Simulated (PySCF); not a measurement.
Isomers of C4H4. Method used: PySCF 2.14.0, density-fitted response routines, TDDFT CAM-B3LYP/aug-cc-pVTZ, vertical, gas phase, core orbitals frozen in the response. Geometries: PBE0-D3(BJ)/def2-TZVP; one conformer of each isolated species. Triplets are in the Tamm–Dancoff approximation.

A. `C#CC=C` (1-buten-3-yne)
B. `C=C1C=C1` (methylenecyclopropene)
C. `C1=CC=C1` (cyclobutadiene)

Lowest singlet levels (six at most, fewer where fewer were computed) with oscillator strengths:

1. 466 nm (f 0.000); 252 nm (f 0.000); 238 nm (f 0.024); 231 nm (f 0.000); 223 nm (f 0.004); 207 nm (f 0.046); T1 1.22 eV
2. 227 nm (f 0.000); 220 nm (f 0.261); 205 nm (f 0.002); 189 nm (f 0.001); 178 nm (f 0.039); 176 nm (f 0.000); T1 3.49 eV
3. 278 nm (f 0.014); 235 nm (f 0.007); 215 nm (f 0.029); 215 nm (f 0.000); 207 nm (f 0.212); 197 nm (f 0.000); T1 3.43 eV

Question: Match each spectrum to its molecule.

Answer: 1 = C, 2 = A, 3 = B.
- A: S1 at 5.46 eV, HOMO-1→LUMO (93%); Löwdin shares by element: HOMO carbon 88%; LUMO carbon 80% (atoms not listed hold the other 19%); HOMO -8.47 and LUMO 0.00 eV; point group Cs, 2 of its 6 listed states under f = 0.0005.
- B: S1 at 4.46 eV, HOMO→LUMO+1 (98%); Löwdin shares by element: HOMO carbon 85% (atoms not listed hold the other 15%); LUMO hydrogen 77% or more, carbon 12% or more; HOMO -7.29 and LUMO 0.29 eV; point group C2v, 2 of its 6 listed states under f = 0.0005.
- C: S1 at 2.66 eV, HOMO→LUMO (99%); Löwdin shares by element: HOMO carbon 88%; LUMO carbon 84% (atoms not listed hold the other 16%); HOMO -6.92 and LUMO -0.51 eV; point group D2h, 3 of its 6 listed states under f = 0.0005.
